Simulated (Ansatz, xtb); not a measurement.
# Relative energy of two structures of AlH2N2+

Structure I is a singlet given by its coordinates and structure II is a singlet given by its coordinates. Both are gas-phase species (loosely bound parts included), relaxed with B3LYP/6-31G*.

I (Å):

```xyz
5

Al   -0.2290    2.1711   -0.8833
N     0.7525   -0.8377   -0.6175
N     0.2360    0.2458   -0.3907
H     0.2386   -1.6120   -1.0790
H     1.7253   -1.0596   -0.3334
```

Close contacts (Å): Al1–N3 2.04, N2–N3 1.22, N2–H4 1.04, N2–H5 1.04.

II (Å):

```json
{"atom": "Al", "x (Å)": "1.9106", "y (Å)": "1.3394", "z (Å)": "-1.4108"}
{"atom": "N", "x (Å)": "0.3354", "y (Å)": "-0.4510", "z (Å)": "-1.2178"}
{"atom": "N", "x (Å)": "0.6360", "y (Å)": "-0.1635", "z (Å)": "-0.0532"}
{"atom": "H", "x (Å)": "-0.3492", "y (Å)": "-1.2191", "z (Å)": "-1.3548"}
{"atom": "H", "x (Å)": "0.1818", "y (Å)": "-0.7113", "z (Å)": "0.7024"}
```

Close contacts (Å): Al1–N2 2.39, Al1–N3 2.39, N2–N3 1.24, N2–H4 1.04, N3–H5 1.04.

Energies in hartree; the thermal terms are from B3LYP/6-31G* harmonic frequencies (ideal gas, rigid rotor, one conformer each, 298.15 K, 1 atm) and include the zero-point energy:

```
                                I           II
E, CCSD(T)/def2-TZVPP  −352.213421  −352.231638
    zero-point energy     0.029546     0.029957
         H(298 K) − E     0.035089     0.035257
         G(298 K) − E     0.002999     0.003708
```

Problem. Work out ΔE, ΔE₀, ΔH and ΔG for I → II in kcal/mol (1 Eh = 627.51 kcal/mol) and the equilibrium ratio [II]/[I].

Solution. 1. ΔE = −352.231638 − (−352.213421) = −0.018217 Eh = −11.43 kcal/mol.
2. ΔE₀ = ΔE + ΔZPE = −0.018217 + (+0.000411) Eh = −11.17 kcal/mol.
3. ΔH = ΔE + (+0.000168) Eh = −11.33 kcal/mol.
4. ΔG = ΔE + (+0.000709) Eh = −10.99 kcal/mol, so ΔS = (ΔH − ΔG)/T = −4.8 J/(mol K).
5. kT = 0.9442 mEh, so K = [II]/[I] = exp(−ΔG/kT) = exp(+18.54) ≈ 1.1 × 10^8.

Structure II is favoured at this temperature. An error of 1 kcal/mol in ΔG would change K by a factor of 5.4. Mirror images and further conformers aren't counted.

Other levels gave ΔE = −8.6 (B3LYP/6-31G*); −7.9 (HF/def2-TZVPP); −13.7 (MP2/def2-TZVPP) kcal/mol. The correlated steps freeze 7 core orbitals. Programs: Ansatz 0.2.0.
